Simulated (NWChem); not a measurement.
All runs are NWChem calculations. System: chlorine (Cl$_{2}$), charge 0, spin multiplicity 1, at a geometry optimised with PBE0/def2-SVP. Level: CR-EOMCCSD(T)/aug-cc-pVDZ, 10 core orbitals frozen.

The NWChem input:

```
start mol
memory heap 100 mb stack 700 mb global 1900 mb
geometry units angstroms nocenter noautoz
  Cl     0.000000     0.000000     1.012768
  Cl     0.000000     0.000000    -1.012768
  symmetry group D2h
end
basis spherical
  * library aug-cc-pvdz
end
scf
  rhf
  nopen 0
  maxiter 100
  thresh 1e-7
  semidirect memsize 60000000 filesize 0
end
tce
  freeze core 10
  creomsd(t)
  nroots 1
  2eorb
  2emet 13
  thresh 1e-5
  maxiter 200
  tilesize 24
end
task tce energy
```

Output (cleaned and shortened):

```
             Northwest Computational Chemistry Package (NWChem) 7.3.0
             --------------------------------------------------------

                                NWChem Input Module
                                -------------------

 Scaling coordinates for geometry "geometry" by  1.889725989
 (inverse scale =  0.529177249)

 Turning off AUTOSYM since
 SYMMETRY directive was detected!

                             Geometry "geometry" -> ""
                             -------------------------

 Output coordinates in angstroms (scale by  1.889725989 to convert to a.u.)

  No.       Tag          Charge          X              Y              Z
 ---- ---------------- ---------- -------------- -------------- --------------
    1 Cl                  17.0000     0.00000000     0.00000000     1.01276800
    2 Cl                  17.0000     0.00000000     0.00000000    -1.01276800

 Effective nuclear repulsion energy (a.u.)      75.5021016466

            Nuclear Dipole moment (a.u.)
            ----------------------------
        X                 Y               Z
 ---------------- ---------------- ----------------
     0.0000000000     0.0000000000     0.0000000000

      Symmetry information
      --------------------

 Group name             D2h
 Group number             26
 Group order               8
 No. of unique centers     1

      Symmetry unique atoms

     1


 Summary of "ao basis" -> "" (spherical)
 ------------------------------------------------------------------------------
       Tag                 Description            Shells   Functions and Types
 ---------------- ------------------------------  ------  ---------------------
 *                        aug-cc-pvdz                 on all atoms

 Summary of "ao basis" -> "ao basis" (spherical)
 ------------------------------------------------------------------------------
       Tag                 Description            Shells   Functions and Types
 ---------------- ------------------------------  ------  ---------------------
 Cl                       aug-cc-pvdz               11       27   5s4p2d

                                 NWChem SCF Module
                                 -----------------

  ao basis        = "ao basis"
  functions       =    54
  atoms           =     2
  closed shells   =    17
  open shells     =     0
  charge          =   0.00
  wavefunction    = RHF
  use symmetry    = T
  symmetry adapt  = T

 Summary of "ao basis" -> "ao basis" (spherical)
 ------------------------------------------------------------------------------
       Tag                 Description            Shells   Functions and Types
 ---------------- ------------------------------  ------  ---------------------
 Cl                       aug-cc-pvdz               11       27   5s4p2d

      Symmetry analysis of basis
      --------------------------

        ag         13
        au          2
        b1g         2
        b1u        13
        b2g         6
        b2u         6
        b3g         6
        b3u         6

 Forming initial guess at       0.1s

      Superposition of Atomic Density Guess
      -------------------------------------

 Sum of atomic energies:        -918.95221251

      Non-variational initial energy
      ------------------------------

 Total energy =    -919.052738
 1-e energy   =   -1420.557076
 2-e energy   =     426.002236
 HOMO         =      -0.355131
 LUMO         =      -0.126694

      Symmetry analysis of molecular orbitals - initial
      -------------------------------------------------

 !! scf_movecs_sym_adapt:   32 vectors were symmetry contaminated

  Symmetry fudging

 !! scf_movecs_sym_adapt:   32 vectors were symmetry contaminated

  Numbering of irreducible representations:

     1 ag          2 au          3 b1g         4 b1u         5 b2g
     6 b2u         7 b3g         8 b3u

  Orbital symmetries:

     1 b1u         2 ag          3 ag          4 b1u         5 ag
     6 b1u         7 b3u         8 b2u         9 b3g        10 b2g
    11 ag         12 b1u        13 ag         14 b3u        15 b2u
    16 b2g        17 b3g        18 b1u        19 b1u        20 ag
    21 b3u        22 b2u        23 ag         24 b3g        25 b2g
    26 b1u        27 ag

 Starting SCF solution at       1.7s

 ----------------------------------------------
         Quadratically convergent ROHF

 Convergence threshold     :          1.000E-07
 Maximum no. of iterations :          100
 Final Fock-matrix accuracy:          1.000E-09
 ----------------------------------------------

              iter       energy          gnorm     gmax       time
             ----- ------------------- --------- --------- --------
                 1     -918.9505133009  4.36D-01  1.96D-01      1.7
                 2     -918.9648839657  9.92D-02  3.17D-02      1.8
                 3     -918.9660011555  5.18D-03  1.41D-03      1.8
                 4     -918.9660035788  4.81D-06  1.62D-06      1.8
                 5     -918.9660035788  6.93D-09  3.58D-09      1.9

       Final RHF  results
       ------------------

         Total SCF energy =   -918.966003578793
      One-electron energy =  -1420.039753033093
      Two-electron energy =    425.571647807668
 Nuclear repulsion energy =     75.502101646632

        Time for solution =      0.2s

       Symmetry analysis of molecular orbitals - final
       -----------------------------------------------

  Numbering of irreducible representations:

     1 ag          2 au          3 b1g         4 b1u         5 b2g
     6 b2u         7 b3g         8 b3u

  Orbital symmetries:
[...]
 ------------------

 Excited state root  1
 Excitation energy / hartree =        0.232118783350575
                   / eV      =        6.316276156002592
 largest EOMCCSD amplitudes: R1 and R2

 Singles contributions
    18b1u (alpha) ---    14b3u (alpha)        0.8562821554
    19b1u (alpha) ---    14b3u (alpha)       -0.3007383580

 Doubles contributions
    18b1u (alpha)    18b1u (beta ) ---    13ag  (alpha)    16b2g (beta )       -0.1657506584
    18b1u (alpha)    18b1u (beta ) ---    16b2g (alpha)    13ag  (beta )       -0.1657506584
======= CR-EOMCCSD(T) calculation ======
corresponding R0 value =     0.000000

CR-EOMCCSD(T) Intermediates cpu wall time             9.0            9.0
 creom_N i2_1 nr of boxes                   558
 creom_N i2_2 nr of boxes                   984
 creom_N i2_3 nr of boxes                   558
 creom_N i2_4 nr of boxes                   984

CR-EOMCCSD(T) triples loop cpu wall             2.1            2.1

 CR-EOMCCSD(T)  total energy / hartree       =      -919.060423493556868
 CR-EOMCCSD(T)  excitation energy (eV)       =      6.12078

 =========================================
 Excited-state calculation ( b2u symmetry)
 =========================================
 Dim. of EOMCC iter. space      500

 EOMCCSD SOLVER TYPE  1
  maxdiff =   0.46171254838056547

 No. of initial right vectors    1

 EOM-CCSD right-hand side iterations
 --------------------------------------------------------------
      Residuum       Omega / hartree  Omega / eV    Cpu    Wall
 --------------------------------------------------------------

 Iteration   1 using    1 trial vectors
   0.5445600098931   0.2687480488560    7.31301     4.6     4.6

 Iteration   2 using    2 trial vectors
   0.1256619657785   0.1508894753940    4.10591     3.3     3.3

 Iteration   3 using    3 trial vectors
   0.0662026465494   0.1405301758038    3.82402     3.5     3.5

 Iteration   4 using    4 trial vectors
   0.0224935975598   0.1364066002873    3.71181     3.8     3.8

 Iteration   5 using    5 trial vectors
   0.0067222182874   0.1359246593735    3.69870     3.5     3.5

 Iteration   6 using    6 trial vectors
   0.0023527597411   0.1358440795405    3.69651     3.5     3.5

 Iteration   7 using    7 trial vectors
   0.0007170643788   0.1358444052892    3.69652     4.0     4.0

 Iteration   8 using    8 trial vectors
   0.0001833044606   0.1358439623158    3.69650     3.4     3.4

 Iteration   9 using    9 trial vectors
   0.0000502096413   0.1358437402589    3.69650     3.4     3.4

 Iteration  10 using   10 trial vectors
   0.0000157796482   0.1358435726284    3.69649     3.4     3.4

 Iteration  11 using   11 trial vectors
   0.0000051920528   0.1358434599362    3.69649     3.2     3.2
 --------------------------------------------------------------
 Iterations converged
 ------------------

 Excited state root  1
 Excitation energy / hartree =        0.135843459936196
                   / eV      =        3.696490195918311
 largest EOMCCSD amplitudes: R1 and R2

 Singles contributions
    18b1u (alpha) ---    17b3g (alpha)       -0.8868937514
    19b1u (alpha) ---    17b3g (alpha)        0.3068520617

 Doubles contributions
    18b1u (alpha)    18b1u (beta ) ---    13ag  (alpha)    15b2u (beta )        0.1015535476
    18b1u (alpha)    18b1u (beta ) ---    15b2u (alpha)    13ag  (beta )        0.1015535476
======= CR-EOMCCSD(T) calculation ======
corresponding R0 value =     0.000000

CR-EOMCCSD(T) Intermediates cpu wall time            10.2           10.2
 creom_N i2_1 nr of boxes                   558
 creom_N i2_2 nr of boxes                   984
 creom_N i2_3 nr of boxes                   558
 creom_N i2_4 nr of boxes                   984

CR-EOMCCSD(T) triples loop cpu wall             2.5            2.5

 CR-EOMCCSD(T)  total energy / hartree       =      -919.155198521260331
 CR-EOMCCSD(T)  excitation energy (eV)       =      3.54182

 =========================================
 Excited-state calculation ( b3g symmetry)
 =========================================
 Dim. of EOMCC iter. space      500

 EOMCCSD SOLVER TYPE  1
  maxdiff =   0.57425751551312187

 No. of initial right vectors    1

 EOM-CCSD right-hand side iterations
 --------------------------------------------------------------
      Residuum       Omega / hartree  Omega / eV    Cpu    Wall
 --------------------------------------------------------------

 Iteration   1 using    1 trial vectors
   0.4552620865780   0.4529167743891   12.32450     5.0     5.0

 Iteration   2 using    2 trial vectors
   0.0908419791356   0.3531649216093    9.61011     3.4     3.4

 Iteration   3 using    3 trial vectors
   0.0550534590858   0.3471290360701    9.44587     3.2     3.2

 Iteration   4 using    4 trial vectors
   0.0758410065894   0.3389217095213    9.22253     3.1     3.1

 Iteration   5 using    5 trial vectors
   0.0602118850603   0.3278932995437    8.92243     3.1     3.1

 Iteration   6 using    6 trial vectors
   0.0440187997205   0.3252022097259    8.84921     3.1     3.1

 Iteration   7 using    7 trial vectors
   0.0973026979235   0.3178029718830    8.64786     3.2     3.2

 Iteration   8 using    8 trial vectors
   0.1830278293735   0.2596762923578    7.06615     3.1     3.1

 Iteration   9 using    9 trial vectors
   0.0807387930816   0.2388327890030    6.49897     3.2     3.2

 Iteration  10 using   10 trial vectors
   0.0300621266392   0.2328584614284    6.33640     3.2     3.2

 Iteration  11 using   11 trial vectors
   0.0104395932324   0.2323130935600    6.32156     3.2     3.2

 Iteration  12 using   12 trial vectors
   0.0036520335136   0.2321240441364    6.31642     3.6     3.6

 Iteration  13 using   13 trial vectors
   0.0012929425470   0.2321196642046    6.31630     3.2     3.2

 Iteration  14 using   14 trial vectors
   0.0004256437727   0.2321156375930    6.31619     3.2     3.2

 Iteration  15 using   15 trial vectors
   0.0001456274575   0.2321183878350    6.31627     3.2     3.2

 Iteration  16 using   16 trial vectors
   0.0000489409498   0.2321182421403    6.31626     3.6     3.6

 Iteration  17 using   17 trial vectors
   0.0000160209208   0.2321186266013    6.31627     3.5     3.5

 Iteration  18 using   18 trial vectors
   0.0000053801316   0.2321187833506    6.31628     3.4     3.4
 --------------------------------------------------------------
 Iterations converged
 ------------------

 Excited state root  1
 Excitation energy / hartree =        0.232118783350578
                   / eV      =        6.316276156002664
 largest EOMCCSD amplitudes: R1 and R2

 Singles contributions
    18b1u (alpha) ---    15b2u (alpha)        0.8562821554
    19b1u (alpha) ---    15b2u (alpha)       -0.3007383580

 Doubles contributions
    18b1u (alpha)    18b1u (beta ) ---    13ag  (alpha)    17b3g (beta )       -0.1657506584
    18b1u (alpha)    18b1u (beta ) ---    17b3g (alpha)    13ag  (beta )       -0.1657506584
======= CR-EOMCCSD(T) calculation ======
corresponding R0 value =     0.000000

CR-EOMCCSD(T) Intermediates cpu wall time            10.1           10.1
 creom_N i2_1 nr of boxes                   558
 creom_N i2_2 nr of boxes                   984
 creom_N i2_3 nr of boxes                   558
 creom_N i2_4 nr of boxes                   984

CR-EOMCCSD(T) triples loop cpu wall             2.4            2.4

 CR-EOMCCSD(T)  total energy / hartree       =      -919.060423493556868
 CR-EOMCCSD(T)  excitation energy (eV)       =      6.12078

 =========================================
 Excited-state calculation ( b3u symmetry)
 =========================================
 Dim. of EOMCC iter. space      500

 EOMCCSD SOLVER TYPE  1
  maxdiff =   0.46171254838056924

 No. of initial right vectors    1

 EOM-CCSD right-hand side iterations
 --------------------------------------------------------------
      Residuum       Omega / hartree  Omega / eV    Cpu    Wall
 --------------------------------------------------------------

 Iteration   1 using    1 trial vectors
   0.5445600098931   0.2687480488560    7.31301     5.0     5.0

 Iteration   2 using    2 trial vectors
   0.1256619657785   0.1508894753940    4.10591     2.9     2.9

 Iteration   3 using    3 trial vectors
   0.0662026465494   0.1405301758038    3.82402     3.3     3.3

 Iteration   4 using    4 trial vectors
   0.0224935975598   0.1364066002873    3.71181     3.2     3.2

 Iteration   5 using    5 trial vectors
   0.0067222182874   0.1359246593735    3.69870     2.9     2.9

 Iteration   6 using    6 trial vectors
   0.0023527597411   0.1358440795405    3.69651     2.8     2.8

 Iteration   7 using    7 trial vectors
   0.0007170643788   0.1358444052892    3.69652     2.7     2.7

 Iteration   8 using    8 trial vectors
   0.0001833044606   0.1358439623158    3.69650     2.8     2.8

 Iteration   9 using    9 trial vectors
   0.0000502096413   0.1358437402589    3.69650     2.9     2.9

 Iteration  10 using   10 trial vectors
   0.0000157796482   0.1358435726284    3.69649     3.0     3.0

 Iteration  11 using   11 trial vectors
   0.0000051920528   0.1358434599362    3.69649     3.1     3.1
 --------------------------------------------------------------
 Iterations converged
 ------------------

 Excited state root  1
 Excitation energy / hartree =        0.135843459936195
                   / eV      =        3.696490195918285
 largest EOMCCSD amplitudes: R1 and R2

 Singles contributions
    18b1u (alpha) ---    16b2g (alpha)       -0.8868937514
    19b1u (alpha) ---    16b2g (alpha)        0.3068520617

 Doubles contributions
    18b1u (alpha)    18b1u (beta ) ---    13ag  (alpha)    14b3u (beta )        0.1015535476
    18b1u (alpha)    18b1u (beta ) ---    14b3u (alpha)    13ag  (beta )        0.1015535476
======= CR-EOMCCSD(T) calculation ======
corresponding R0 value =     0.000000

CR-EOMCCSD(T) Intermediates cpu wall time             8.6            8.6
 creom_N i2_1 nr of boxes                   558
 creom_N i2_2 nr of boxes                   984
 creom_N i2_3 nr of boxes                   558
 creom_N i2_4 nr of boxes                   984

CR-EOMCCSD(T) triples loop cpu wall             2.2            2.2

 CR-EOMCCSD(T)  total energy / hartree       =      -919.155198521260331
 CR-EOMCCSD(T)  excitation energy (eV)       =      3.54182

 Task  times  cpu:      561.8s     wall:      561.8s

 Total times  cpu:      561.8s     wall:      561.8s
```
